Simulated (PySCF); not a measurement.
Gas-phase reaction: 3 SiHF + 3 SiH₃F = i-Si₄H₁₀ + 2 SiHF₃

Computed with PySCF and rigid-rotor harmonic-oscillator thermochemistry at 1 bar. † marks an energy on the PBE0/def2-TZVP geometry and frequencies; other levels use their own. MP2 freezes the core. 6-31G* has spherical d functions here. All species are closed-shell singlets. B3LYP is the form with VWN-RPA correlation. SiHF: computed as isolated molecules; such fragments, hydroxides, amides, oligomers or adducts are transient or little studied in the gas. MP2 isn't extrapolated to the basis-set limit; its ΔH°(298 K) is -723.5 kJ in def2-SVP and -746.6 kJ in def2-TZVPP. The harmonic model lacks anharmonicity and excited electronic states, which grow with temperature; levels with a mode under 35 cm⁻¹ are left out. Internal rotation in i-Si₄H₁₀ is treated as a harmonic vibration of one conformer, which makes the entropy rough.

```
level               ΔE electronic, kJ  ΔH°(298 K), kJ  ΔS°(298 K), J/K  ΔG°(800 K), kJ
------------------  -----------------  --------------  ---------------  --------------
B3LYP/6-31G*                     -708            -682             -466            -319
B3LYP/def2-TZVP†                 -675            -649             -468            -286
HF/6-31G*                        -689            -664             -473            -295
M06-2X/def2-TZVP†                -733            -707             -468            -344
MP2/def2-TZVPP†                  -772            -747             -468            -383
PBE0/def2-SVP†                   -781            -756             -468            -392
PBE0/def2-TZVP                   -780            -754             -468            -391
r2SCAN/def2-TZVP†                -815            -790             -468            -426
LDA/def2-TZVP†                   -853            -827             -468            -464
ωB97X-V/def2-TZVP†               -765            -740             -468            -377
```
ΔH° is lowest at LDA/def2-TZVP† and highest at B3LYP/def2-TZVP†. No reference value is set beside these.
